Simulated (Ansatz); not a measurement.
# PH4, doublet: stretch scan

Starting geometry (PBE0/def2-TZVP stationary point for this spin, not checked as a minimum):

```csv
atom,x (Å),y (Å),z (Å)
P,0.0456,0.0000,0.0000
H,0.1616,0.0000,-1.5147
H,-0.8626,1.0782,0.0000
H,-0.8626,-1.0782,0.0000
H,0.1616,0.0000,1.5147
```

From there H3 moves along the line of the two atoms named below, all else staying in place; atoms are numbered as listed. Energies are in kcal/mol, counted from the starting geometry at the same level. Kohn–Sham curves are unrestricted where that lies lower.

Basis 6-31G; Ansatz 0.2.0. Only valence electrons are correlated (noble-gas cores frozen). Prefix R: restricted or restricted open-shell reference.

For open shells CISD is restricted-active-space CI with the open shells as a complete middle space.

Full CI is exact within this basis and frozen core; it isn't the basis-set limit.

| distance P1-H3 (Å) | full CI | curve A | curve B | curve C | curve D |
| --- | --- | --- | --- | --- | --- |
| 1.106 | 46.5 | 46.0 | 46.5 | 44.0 | 46.4 |
| 1.285 | 7.3 | 7.0 | 7.3 | 6.3 | 7.2 |
| 1.410 | 0.0 | 0.0 | 0.0 | 0.0 | 0.0 |
| 1.539 | 1.1 | 1.4 | 1.1 | 2.2 | 1.1 |
| 1.715 | 9.2 | 10.2 | 9.2 | 12.2 | 9.4 |
| 1.944 | 23.5 | 25.6 | 23.5 | 29.7 | 24.1 |
| 2.201 | 38.7 | 42.7 | 38.7 | 49.2 | 39.9 |
| 2.559 | 51.7 | 53.8 | 51.7 | 59.4 | 53.1 |
| 3.133 | 52.0 | 52.1 | 52.0 | 60.3 | 52.1 |
| 3.774 | 51.4 | 51.4 | 51.4 | 60.1 | 51.4 |
| 4.874 | 51.2 | 51.2 | 51.2 | 60.0 | 51.3 |

**Question.** The curves come from CISD, RCCSD, RCCSDTQ, wB97M-V. Compare each with full CI and say which is which.

**Answer.** A: CISD, B: RCCSDTQ, C: wB97M-V, D: RCCSD. Spread of the error against full CI, over the points where both stand: A 4.6, B 0.0, C 13.0, D 1.5 kcal/mol. wB97M-V at 4.874 Å lies 8.8 kcal/mol (17 %) above the reference in this basis.

In so small a basis the reference is far from its limit while semilocal and hybrid functionals are nearer theirs, so the functionals' errors here hold much of the reference's basis and frozen-core error, which can add to them or hide them.
